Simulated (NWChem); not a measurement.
# Total energies of O (-1)

```
O
```
Charge -1, spin multiplicity 2.

Everything below was run with NWChem.

Basis set: def2-TZVPD (40 functions).

```csv
method,total energy (Ha)
UHF,-74.79493
UMP2,-75.00853
UB2PLYP,-75.10728
UPBE,-75.07595
UB3LYP,-75.15873
UBP86,-75.15695
```

Total energies of different functionals aren't comparable as a measure of quality: only differences taken within one method are. 

The correlated methods keep 1 core orbital frozen. B3LYP has NWChem's definition, with VWN1-RPA local correlation. The stability of the SCF solutions was not checked. Open-shell Hartree-Fock references start from PBE0 orbitals.
